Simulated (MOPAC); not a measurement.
MOPAC input (PM7):

```
PM7 FORCE THERMO(298,298) PRECISE LET CHARGE=-1 GEO-OK AUX(PRECISION=9) THREADS=1
C2H6N

C    -0.01453787 1   -0.19134810 1    1.19814995 1
N     0.05939404 1    0.62244449 1    0.00282137 1
C    -0.02089839 1   -0.17993012 1   -1.19984003 1
H     0.80673083 1   -0.92810061 1    1.29491561 1
H     0.05373466 1    0.49625973 1    2.05687610 1
H    -0.95966728 1   -0.75957824 1    1.30040216 1
H     0.79982975 1   -0.91571212 1   -1.30794697 1
H     0.04283571 1    0.51580798 1   -2.05229278 1
H    -0.96657083 1   -0.74718845 1   -1.30245975 1
```

Q: Which zero-point energy does it print?

A: 45.13 kcal/mol, from the harmonic wavenumbers of PM7.
